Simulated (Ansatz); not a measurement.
This geometry of C$_{3}$H$_{6}$OS (11 atoms, charge 0, multiplicity 1) is a first-order saddle point.

Method: RKS PBE0/STO-3G (Ansatz 0.2.0).

```xyz
11
Properties=species:S:1:pos:R:3
C -1.218 0.588 0.618
C 0.147 0.045 0.189
O 1.286 0.687 0.715
C 0.301 -0.988 -0.663
S 1.887 -1.658 -1.110
H -2.020 0.017 0.136
H -1.346 0.510 1.709
H -1.327 1.646 0.336
H 0.890 1.402 1.323
H -0.603 -1.468 -1.053
H 2.069 -0.839 -2.181
```

Which two structures does it join? (They come from a converged band through this point; their orientation in space is the band's.)

No bond is made or broken. The dihedral C2–C4–S5–H11 goes from 0 to -179°.

Image 0:

```xyz
11
Properties=species:S:1:pos:R:3
C -1.210 0.576 0.601
C 0.094 0.050 0.009
O 1.262 0.838 0.180
C 0.197 -1.112 -0.664
S 1.689 -1.744 -1.354
H -2.028 -0.122 0.389
H -1.134 0.695 1.693
H -1.475 1.556 0.173
H 0.931 1.628 0.726
H -0.689 -1.731 -0.809
H 2.429 -0.691 -0.923
```

Image 6:

```xyz
11
Properties=species:S:1:pos:R:3
C -1.175 0.668 0.649
C 0.191 0.255 0.106
O 1.286 1.120 0.347
C 0.400 -0.885 -0.582
S 1.986 -1.359 -1.204
H -1.930 -0.083 0.389
H -1.153 0.767 1.746
H -1.493 1.636 0.230
H 0.864 1.880 0.876
H -0.442 -1.553 -0.767
H 1.530 -2.504 -1.769
```

How far does it lie above each of them?

5.4 kcal/mol above the first and 3.1 kcal/mol above the second. This is the barrier of this one path; another mechanism may lie lower. Limits of this set-up: minimal basis.

The run took 71 s on 1 thread of Intel(R) Xeon(R) Platinum 8259CL CPU @ 2.50GHz (Skylake/Cascade Lake) (shared host), peak memory 0.12 GiB.
